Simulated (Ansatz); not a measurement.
# C₂H₄F₂: a ladder of functionals and wavefunction methods, part 2 of 2

Ansatz 0.2.0, Gaussian basis; functionals in def2-TZVPP, the program's frozen cores in correlated methods.

## 15. LC-ωPBE (range-separated)

File in.yaml:

```yaml
crystal:
  periodic: [false, false, false]
  atoms:
    - {symbol: C, position_ang: [0.003323, 0.777632, 0.023346]}
    - {symbol: C, position_ang: [-0.052017, -0.718202, -0.008238]}
    - {symbol: F, position_ang: [0.925473, -1.243449, 0.779120]}
    - {symbol: F, position_ang: [0.168244, -1.172106, -1.271873]}
    - {symbol: H, position_ang: [0.981400, 1.111911, -0.325444]}
    - {symbol: H, position_ang: [-0.157185, 1.132809, 1.041837]}
    - {symbol: H, position_ang: [-0.771006, 1.190629, -0.624024]}
    - {symbol: H, position_ang: [-1.006132, -1.136422, 0.329475]}
basis:
  gaussian: {orbitals: def2-TZVPP}
hamiltonian: {xc: {name: LC-wPBE}}
output: {orbitals: {seedname: orbitals}}
```

Launch:

```bash
> ansatz run in.yaml --threads 2 --pin off --events-out ev --progress --plain --max-ram 32768MiB --backend cpu
```

Standard output, shortened:

```text
Functional definition: LC-wPBE
  name "LC-wPBE"
  cite "Vydrov & Scuseria, J. Chem. Phys. 125, 234109 (2006) doi:10.1063/1.2409292"
  cite "Heyd & Scuseria, J. Chem. Phys. 120, 7274 (2004) doi:10.1063/1.1668634"
  cite "Ernzerhof & Perdew, J. Chem. Phys. 109, 3313 (1998) doi:10.1063/1.476928"
  cite "Perdew, Burke & Ernzerhof, Phys. Rev. Lett. 77, 3865 (1996) doi:10.1103/PhysRevLett.77.3865"
  parent pbe
[...]
908 factors; their error is unknown
274 factors; integrals over basis functions are off by at most 1.6e-5 eV
[...]
mean field -7572.37349501 eV, -278.2795932024 hartree, gradient 1.8e-5 eV, S^2 0.000000; 0 other end points of the search recorded, 0 dependent functions left out
reference -7572.37349501 eV, -278.2795932026 hartree; 17, 17 occupied and 163, 163 virtual orbitals, 908 factors
Total energy: -7572.37349501 eV, -278.2795932026 hartree
```

It took 2.8 s on 2 threads, shared host.

With the free atoms at this level, -7540.223 eV in sum, the atomisation energy is 741.4 kcal/mol. HOMO -12.48 eV, LUMO 3.55 eV.

## 16. ωB97X-V (range-separated)

in.yaml, as its differences from that of step 15:

```diff
@@ -13,3 +13,3 @@
   gaussian: {orbitals: def2-TZVPP}
-hamiltonian: {xc: {name: LC-wPBE}}
+hamiltonian: {xc: {name: wB97X-V}}
 output: {orbitals: {seedname: orbitals}}
```

Same command.

Standard output, shortened:

```text
Functional definition: wB97X-V
  name "wB97X-V"
  cite "Mardirossian & Head-Gordon, Phys. Chem. Chem. Phys. 16, 9904 (2014) doi:10.1039/C3CP54374A"
  cite "Becke, J. Chem. Phys. 107, 8554 (1997) doi:10.1063/1.475007"
  cite "Vydrov & Van Voorhis, J. Chem. Phys. 133, 244103 (2010) doi:10.1063/1.3521275"
[...]
      + integral(e_c_pw_opposite_spin*poly(b97_u_opposite, cos0, cos1)) + vv10(b, c)
908 factors; their error is unknown
216 factors; integrals over basis functions are off by at most 1.1e-5 eV
[...]
mean field -7574.09812572 eV, -278.3429722120 hartree, gradient 2.0e-5 eV, S^2 0.000000; 0 other end points of the search recorded, 0 dependent functions left out
reference -7574.09812427 eV, -278.3429721589 hartree; 17, 17 occupied and 163, 163 virtual orbitals, 908 factors
Total energy: -7574.09812427 eV, -278.3429721589 hartree
```

It took 7.5 s on 2 threads, shared host; peak memory 0.42 GiB.

Atomisation energy: 740.2 kcal/mol (free atoms -7542.002 eV, run apart). HOMO -12.17 eV, LUMO 3.37 eV.

## 17. ωB97M-V (range-separated)

in.yaml, as its differences from that of step 16:

```diff
@@ -13,3 +13,3 @@
   gaussian: {orbitals: def2-TZVPP}
-hamiltonian: {xc: {name: wB97X-V}}
-output: {orbitals: {seedname: orbitals}}
+hamiltonian: {xc: {name: wB97M-V}}
+output: {forces: true, orbitals: {seedname: orbitals}}
```

Same command.

Standard output, shortened:

```text
Functional definition: wB97M-V
  name "wB97M-V"
  cite "Mardirossian & Head-Gordon, J. Chem. Phys. 144, 214110 (2016) doi:10.1063/1.4952647"
  cite "Becke, J. Chem. Phys. 107, 8554 (1997) doi:10.1063/1.475007"
  cite "Vydrov & Van Voorhis, J. Chem. Phys. 133, 244103 (2010) doi:10.1063/1.3521275"
  # Of w^i u^j: cxij and so on, Table III.
[...]
  gx(w, u) = 1 - cx + cx01*u + cx10*w
  gss(w, u) = css00 + css04*u^4 + css10*w + css20*w^2 + css43*w^4*u^3
  gos(w, u) = cos00 + cos10*w + (cos20 + cos21*u)*w^2 + (cos60 + cos61*u)*w^6
[...]
      + integral(e_c_pw_mod_opposite_spin*gos(b97_w_opposite, b97_u_opposite)) + vv10(b, c)
908 factors; their error is unknown
216 factors; integrals over basis functions are off by at most 1.1e-5 eV
[...]
mean field -7574.02615295 eV, -278.3403272616 hartree, gradient 8.1e-5 eV, S^2 0.000000; 0 other end points of the search recorded, 0 dependent functions left out
[...]
reference -7574.02618787 eV, -278.3403285448 hartree; 17, 17 occupied and 163, 163 virtual orbitals, 908 factors
Total energy: -7574.02618787 eV, -278.3403285448 hartree
Atom 0 at     0.003323     0.777632     0.023346 Å, force     0.011314     0.187505     0.002249 eV/Å
Atom 1 at    -0.052017    -0.718202    -0.008238 Å, force    -0.341300     0.026329     0.126808 eV/Å
Atom 2 at     0.925473    -1.243449     0.779120 Å, force     0.175835    -0.079402     0.125768 eV/Å
Atom 3 at     0.168244    -1.172106    -1.271873 Å, force     0.050486    -0.067613    -0.214247 eV/Å
Atom 4 at     0.981400     1.111911    -0.325444 Å, force    -0.070515    -0.036889     0.024587 eV/Å
Atom 5 at    -0.157185     1.132809     1.041837 Å, force     0.013564    -0.033409    -0.078580 eV/Å
Atom 6 at    -0.771006     1.190629    -0.624024 Å, force     0.060391    -0.037752     0.049053 eV/Å
Atom 7 at    -1.006132    -1.136422     0.329475 Å, force     0.100225     0.041231    -0.035636 eV/Å
Dipole moment:    -0.290935     0.331224     0.118935 e Å
```

Run time: 9 s. Hardware: 2 threads, shared host; peak memory 0.43 GiB.

With the free atoms at this level, -7541.901 eV in sum, the atomisation energy is 740.8 kcal/mol. HOMO -12.08 eV, LUMO 2.91 eV.

## 18. B2PLYP (double hybrid)

in.yaml, as its differences from that of step 17:

```diff
@@ -13,3 +13,2 @@
   gaussian: {orbitals: def2-TZVPP}
-hamiltonian: {xc: {name: wB97M-V}}
-output: {forces: true, orbitals: {seedname: orbitals}}
+hamiltonian: {xc: {name: B2PLYP}}
```

Same command.

Standard output, shortened:

```text
Functional definition: B2PLYP
  name "B2PLYP"
  cite "Grimme, J. Chem. Phys. 124, 034108 (2006) doi:10.1063/1.2148954"
  cite "Becke, Phys. Rev. A 38, 3098 (1988) doi:10.1103/PhysRevA.38.3098"
  cite "Lee, Yang & Parr, Phys. Rev. B 37, 785 (1988) doi:10.1103/PhysRevB.37.785"
[...]
1106 factors; integrals over basis functions are off by at most 1.0e-3 eV
[...]
mean field -7564.28108571 eV, -277.9822026461 hartree, gradient 1.6e-6 eV, S^2 0.000000; 0 other end points of the search recorded, 0 dependent functions left out
4 core orbitals not correlated: weight in the atoms' cores, before any rotation towards them, 1.000 or more for the frozen orbitals, at most 0.000 for the correlated occupied ones
reference -7564.28121365 eV, -277.9822073478 hartree; 13, 13 occupied and 163, 163 virtual orbitals, 1106 factors
second order -27.21800794 eV of doubles, -0.00000000 eV of singles
Total energy: -7571.63007580 eV, -278.2522730503 hartree
```

Run time: 6 s. Hardware: 2 threads, shared host.

With the free atoms at this level, -7539.885 eV in sum, the atomisation energy is 732.1 kcal/mol.

## 19. PBE-QIDH (double hybrid)

in.yaml, as its differences from that of step 18:

```diff
@@ -13,2 +13,2 @@
   gaussian: {orbitals: def2-TZVPP}
-hamiltonian: {xc: {name: B2PLYP}}
+hamiltonian: {xc: {name: PBE-QIDH}}
```

The command is unchanged.

Standard output, shortened:

```text
Functional definition: PBE-QIDH
  name "PBE-QIDH"
  cite "Brémond, Sancho-García, Pérez-Jiménez & Adamo, J. Chem. Phys. 141, 031101 (2014) doi:10.1063/1.4890314"
  cite "Perdew, Burke & Ernzerhof, Phys. Rev. Lett. 77, 3865 (1996) doi:10.1103/PhysRevLett.77.3865"
[...]
1106 factors; integrals over basis functions are off by at most 1.0e-3 eV
[...]
mean field -7559.31669181 eV, -277.7997645352 hartree, gradient 7.5e-6 eV, S^2 0.000000; 0 other end points of the search recorded, 0 dependent functions left out
4 core orbitals not correlated: weight in the atoms' cores, before any rotation towards them, 1.000 or more for the frozen orbitals, at most 0.000 for the correlated occupied ones
reference -7559.31670044 eV, -277.7997648524 hartree; 13, 13 occupied and 163, 163 virtual orbitals, 1106 factors
second order -25.45128478 eV of doubles, -0.00000000 eV of singles
Total energy: -7567.80046203 eV, -278.1115373404 hartree
```

Run time: 5.5 s. Hardware: 2 threads, shared host.

With the free atoms at this level, -7535.935 eV in sum, the atomisation energy is 734.8 kcal/mol.

## 20. Frontier levels by functional

Dipoles come from the runs that computed forces. Levels, from each run's orbital file:

```csv
functional,HOMO (eV),LUMO (eV),gap (eV),dipole (D)
LDA (SPW92),-8.01,0.60,8.61,
PBE-D4,-7.87,0.71,8.58,2.05
revPBE-D4,-7.81,0.76,8.56,
BLYP-D4,-7.85,0.63,8.48,
r2SCAN-D4,-8.26,1.63,9.89,2.14
B97M-V,-8.44,0.90,9.34,
PBE0-D4,-9.65,1.50,11.15,
B3LYP-D4,-9.44,1.11,10.55,2.20
r2SCANh-D4,-8.93,1.85,10.78,
r2SCAN0-D4,-9.92,2.15,12.07,
HSE06-D4,-9.24,1.13,10.37,
BHLYP-D4,-11.41,2.03,13.43,
CAM-B3LYP-D4,-11.20,2.21,13.41,
LC-ωPBE,-12.48,3.55,16.03,
ωB97X-V,-12.17,3.37,15.54,
ωB97M-V,-12.08,2.91,15.00,2.19
```

## 21. CCSD(T) in def2-SVP

in.yaml, as its differences from that of step 19:

```diff
@@ -12,3 +12,3 @@
 basis:
-  gaussian: {orbitals: def2-TZVPP}
-hamiltonian: {xc: {name: PBE-QIDH}}
+  gaussian: {orbitals: def2-SVP}
+correlation: {method: ccsd_t}
```

Launched as before.

Standard output, shortened:

```text
Functional definition: HF
  name "HF"
  cite "Fock, Z. Phys. 61, 126 (1930) doi:10.1007/BF01340294"
  parent pbe
[...]
756 factors; integrals over basis functions are off by at most 1.3e-3 eV
[...]
mean field -7530.21067836 eV, -276.7301382696 hartree, gradient 1.4e-6 eV, S^2 0.000000; 0 other end points of the search recorded, 0 dependent functions left out
4 core orbitals not correlated: weight in the atoms' cores, before any rotation towards them, 1.000 or more for the frozen orbitals, at most 0.000 for the correlated occupied ones
reference -7530.21067836 eV, -276.7301382696 hartree; 13, 13 occupied and 59, 59 virtual orbitals, 756 factors
second order -17.63510607 eV of doubles, -0.00000000 eV of singles
cycle   1  -18.01832021 eV  change   -3.8e-1 eV  update   8.4e-2
[...]
cycle   9  -18.48645536 eV  change   -5.3e-6 eV  update   8.7e-6
perturbative correction -0.38232550 eV, -0.0140502031 hartree
Total energy: -7549.07945922 eV, -277.4235531767 hartree
```

It took 4.5 s on 2 threads, shared host.

## 22. CCSD(T) in def2-TZVPP

in.yaml, as its differences from that of step 21:

```diff
@@ -12,3 +12,4 @@
 basis:
-  gaussian: {orbitals: def2-SVP}
+  gaussian: {orbitals: def2-TZVPP}
 correlation: {method: ccsd_t}
+output: {orbitals: {seedname: orbitals}}
```

Launch:

```bash
> ansatz run in.yaml --threads 2 --pin off --events-out ev --progress --plain --max-ram 32768MiB --backend cuda --devices 0, --max-vram 18GiB
```

Standard output, shortened:

```text
Functional definition: HF
  name "HF"
  cite "Fock, Z. Phys. 61, 126 (1930) doi:10.1007/BF01340294"
  parent pbe
[...]
1106 factors; integrals over basis functions are off by at most 1.0e-3 eV
[...]
mean field -7539.43765316 eV, -277.0692233391 hartree, gradient 7.3e-6 eV, S^2 0.000000; 0 other end points of the search recorded, 0 dependent functions left out
4 core orbitals not correlated: weight in the atoms' cores, before any rotation towards them, 1.000 or more for the frozen orbitals, at most 0.000 for the correlated occupied ones
reference -7539.43765316 eV, -277.0692233391 hartree; 13, 13 occupied and 163, 163 virtual orbitals, 1106 factors
second order -22.89691618 eV of doubles, -0.00000000 eV of singles
cycle   1  -22.95238323 eV  change   -5.5e-2 eV  update   9.1e-2
[...]
cycle   9  -23.51304930 eV  change   -5.3e-6 eV  update   1.2e-5
perturbative correction -0.75318296 eV, -0.0276789632 hartree
Total energy: -7563.70388542 eV, -277.9609909265 hartree
```

Run time: 15 s. Hardware: 1 × H100 (card shared with other runs) with 2 threads, shared host; peak host memory 0.78 GiB.

## 23. CCSD(T) in def2-QZVPP

in.yaml, as its differences from that of step 22:

```diff
@@ -12,4 +12,3 @@
 basis:
-  gaussian: {orbitals: def2-TZVPP}
+  gaussian: {orbitals: "def2-QZVPP.json"}
 correlation: {method: ccsd_t}
-output: {orbitals: {seedname: orbitals}}
```

Launched as before.

Standard output, shortened:

```text
Functional definition: HF
  name "HF"
  cite "Fock, Z. Phys. 61, 126 (1930) doi:10.1007/BF01340294"
  parent pbe
[...]
2119 factors; integrals over basis functions are off by at most 8.6e-4 eV
[...]
mean field -7539.77445880 eV, -277.0816007183 hartree, gradient 3.3e-6 eV, S^2 0.000000; 0 other end points of the search recorded, 0 dependent functions left out
4 core orbitals not correlated: weight in the atoms' cores, before any rotation towards them, 1.000 or more for the frozen orbitals, at most 0.000 for the correlated occupied ones
reference -7539.77445880 eV, -277.0816007183 hartree; 13, 13 occupied and 331, 331 virtual orbitals, 2119 factors
second order -24.82804701 eV of doubles, -0.00000000 eV of singles
cycle   1  -24.64033284 eV  change    1.9e-1 eV  update   9.2e-2
[...]
cycle   9  -25.22324298 eV  change   -8.4e-6 eV  update   1.3e-5
perturbative correction -0.87529940 eV, -0.0321666595 hartree
Total energy: -7565.87300118 eV, -278.0407044605 hartree
```

Wall time 13 s (1 × H100 (card shared with other runs) with 2 threads, shared host); peak host memory 0.85 GiB.

The pieces so far (eV):

```csv
basis,HF,MP2 correlation,CCSD correlation,(T),total
def2-SVP,-7530.2107,-17.6351,-18.4865,-0.3823,-7549.0795
def2-TZVPP,-7539.4377,-22.8969,-23.5130,-0.7532,-7563.7039
def2-QZVPP,-7539.7745,-24.8280,-25.2232,-0.8753,-7565.8730
```

The report of the def2-TZVPP run gives T1 = 0.0109.

## 24. From triple and quadruple zeta to the limit

No new run: Hartree-Fock is extrapolated as exp(−7.88√X) and correlation as X^−2.97, with X = 3 and 4.

```csv
level,energy at the limit (eV)
HF,-7539.8208
MP2,-7566.0794
CCSD,-7566.3109
CCSD(T),-7567.2767
```

## 25. RPA on PBE orbitals

in.yaml, as its differences from that of step 23:

```diff
@@ -12,3 +12,4 @@
 basis:
-  gaussian: {orbitals: "def2-QZVPP.json"}
-correlation: {method: ccsd_t}
+  gaussian: {orbitals: def2-TZVPP}
+hamiltonian: {xc: pbe}
+correlation: {method: rpa}
```

Launch:

```bash
> ansatz run in.yaml --threads 2 --pin off --events-out ev --progress --plain --max-ram 32768MiB --backend cpu
```

Standard output, shortened:

```text
Functional definition: PBE
  name "PBE"
  cite "Perdew, Burke & Ernzerhof, Phys. Rev. Lett. 77, 3865 (1996) doi:10.1103/PhysRevLett.77.3865"
  parent pbe
[...]
1106 factors; integrals over basis functions are off by at most 1.0e-3 eV
[...]
mean field -7568.42471515 eV, -278.1344782194 hartree, gradient 5.4e-6 eV, S^2 0.000000; 0 other end points of the search recorded, 0 dependent functions left out
4 core orbitals not correlated: weight in the atoms' cores, before any rotation towards them, 1.000 or more for the frozen orbitals, at most 0.000 for the correlated occupied ones
reference -7538.16249937 eV, -277.0223623019 hartree; 13, 13 occupied and 163, 163 virtual orbitals, 1106 factors
Total energy: -7574.00032864 eV, -278.3393782356 hartree
```

It took 3.7 s on 2 threads, shared host.

RPA correlation: -35.838 eV. No RPA run of the hydrogen atom was made, so RPA has no atomisation energy below.

## 26. The ladder

Free atoms (2 C, 2 F, 4 H) were run apart at each level; the atomisation energy is their sum less the molecule, without zero-point or spin-orbit terms.

Differences are taken before rounding.

```csv
method,rung,"atoms, summed (eV)",atomisation energy (kcal/mol),from CCSD(T)/CBS (kcal/mol),time
LDA (SPW92),LDA,-7484.586,859.2,+121.0,2.4 s
PBE-D4,GGA,-7535.612,758.8,+20.6,3.5 s
revPBE-D4,GGA,-7542.381,736.9,-1.3,3.2 s
BLYP-D4,GGA,-7543.134,738.8,+0.6,2.3 s
r2SCAN-D4,meta-GGA,-7540.842,741.3,+3.1,5.5 s
B97M-V,meta-GGA,-7542.529,738.6,+0.4,8.5 s
PBE0-D4,hybrid,-7536.662,741.3,+3.1,3.5 s
B3LYP-D4,hybrid,-7544.843,737.3,-0.9,3.5 s
r2SCANh-D4,hybrid,-7540.714,735.5,-2.7,4.3 s
r2SCAN0-D4,hybrid,-7540.533,727.3,-10.9,4.7 s
HSE06-D4,hybrid,-7536.281,742.0,+3.8,2.8 s
BHLYP-D4,hybrid,-7542.425,711.6,-26.6,3 s
CAM-B3LYP-D4,range-separated,-7541.989,743.9,+5.7,3.5 s
LC-ωPBE,range-separated,-7540.223,741.4,+3.2,2.8 s
ωB97X-V,range-separated,-7542.002,740.2,+2.0,7.5 s
ωB97M-V,range-separated,-7541.901,740.8,+2.6,9 s
B2PLYP,double hybrid,-7539.885,732.1,-6.1,6 s
PBE-QIDH,double hybrid,-7535.935,734.8,-3.4,5.5 s
HF/def2-TZVPP,wavefunction,-7515.997,540.6,-197.7,
MP2/def2-TZVPP,wavefunction,-7530.359,737.4,-0.8,
CCSD/def2-TZVPP,wavefunction,-7532.125,710.9,-27.3,
CCSD(T)/def2-SVP,wavefunction,-7518.434,706.7,-31.5,4.5 s
CCSD(T)/def2-TZVPP,wavefunction,-7532.422,721.4,-16.8,15 s (GPU)
MP2/CBS,wavefunction,-7533.350,754.8,+16.6,
CCSD(T)/CBS,wavefunction,-7535.265,738.2,0,28 s (GPU)
```

Some runs used a GPU and others CPU threads alone; cost is compared among the CPU runs only.

Among the levels timed on like hardware, those that no quicker one beats, quickest first: BLYP-D4 (2.3 s, +0.6 kcal/mol); B97M-V (8.5 s, +0.4 kcal/mol).

LDA (SPW92), LC-ωPBE, B2PLYP, PBE-QIDH carry no dispersion term (for B3LYP, D4 adds 3.4 kcal/mol).

Times are those of the molecule's run; HF, MP2 and CCSD come out of the CCSD(T) runs, and the limit's time is the sum of the runs that it needs.

## 27. Against the measured enthalpy of formation

The vibrations of an earlier PBE0-D4 run give H(298) − E = 41.3 kcal/mol for the molecule; each atom carries 5/2 RT. With the gaseous atoms' enthalpies of formation (C 716.873, F 79.374, H 217.998 kJ/mol, Active Thermochemical Tables 1.112), ΔfH = Σ atoms − (atomisation energy − 29.5 kcal/mol). Measured: -497 kJ/mol (298.15 K; CRC Handbook of Chemistry and Physics).

```csv
method,ΔfH(298) (kcal/mol),from the measured (kcal/mol)
LDA (SPW92),-240.7,-121.9
PBE-D4,-140.3,-21.5
revPBE-D4,-118.4,+0.4
BLYP-D4,-120.3,-1.5
r2SCAN-D4,-122.8,-4.0
B97M-V,-120.1,-1.3
PBE0-D4,-122.8,-4.0
B3LYP-D4,-118.8,0.0
r2SCANh-D4,-117.0,+1.8
r2SCAN0-D4,-108.8,+10.0
HSE06-D4,-123.5,-4.7
BHLYP-D4,-93.1,+25.7
CAM-B3LYP-D4,-125.4,-6.6
ωB97X-V,-121.7,-2.9
ωB97M-V,-122.3,-3.5
B2PLYP,-113.6,+5.2
PBE-QIDH,-116.3,+2.5
LC-ωPBE,-122.9,-4.1
HF/def2-TZVPP,+77.9,+196.7
MP2/def2-TZVPP,-118.9,-0.1
CCSD/def2-TZVPP,-92.4,+26.4
CCSD(T)/def2-SVP,-88.2,+30.6
CCSD(T)/def2-TZVPP,-102.9,+15.9
MP2/CBS,-136.3,-17.5
CCSD(T)/CBS,-119.7,-0.9
```

## 28. Outcome

This closing draws on all 2 parts.

| quantity | value |
| --- | --- |
| atomisation energy, CCSD(T)/CBS | 738.2 kcal/mol |
| functionals within 3.7 kcal/mol (0.5 %) | revPBE-D4, BLYP-D4, r2SCAN-D4, B97M-V, PBE0-D4, B3LYP-D4, r2SCANh-D4, LC-ωPBE, ωB97X-V, ωB97M-V, PBE-QIDH |
| farthest beyond LDA | BHLYP-D4 (-26.6 kcal/mol) |
| mean size of error, GGA | 7.5 kcal/mol |
| mean size of error, meta-GGA | 1.7 kcal/mol |
| mean size of error, hybrid | 8.0 kcal/mol |
| mean size of error, range-separated | 3.4 kcal/mol |
| mean size of error, double hybrid | 4.8 kcal/mol |
| gap, smallest and largest | 8.48 eV (BLYP-D4), 16.03 eV (LC-ωPBE) |
| T1 diagnostic | 0.0109 |
| triples share of the correlation energy | 3.1 % |

**Reading.** LDA overbinds by 121.0 kcal/mol (16 %). PBE-D4 is off by +20.6 kcal/mol. Double hybrids carry the basis error of their MP2 part in triple zeta, and no dispersion term here, so their miss is partly the set-up's. The rungs meta-GGA, range-separated miss on average by less than the doubt on the reference (3.7 kcal/mol), so they tie. Misses under about 3.7 kcal/mol are within the doubt on the reference itself, which lacks core-valence correlation, relativity and higher excitations. Hartree-Fock recovers 73 % of the binding; the rest is correlation. CCSD(T) in def2-SVP is off by -31.5 kcal/mol, worse than the median functional, from the basis alone. The gap grows from 8.5 to 16.0 eV across the functionals, mostly with the share of exact exchange. Against the measured enthalpy of formation, CCSD(T)/CBS is off by -0.9 kcal/mol and PBE-D4 by -21.5 kcal/mol. Left out at every level are anharmonicity, which would lower the calculated values a little, and the spin-orbit lowering of the C, F atoms, which would raise them a little; core-valence correlation, missing in the reference, would lower it.

For cost: B97M-V gets within 0.4 kcal/mol in 8.5 s; the quickest level in the cost chart, BLYP-D4, takes 2.3 s and misses by 0.6 kcal/mol.
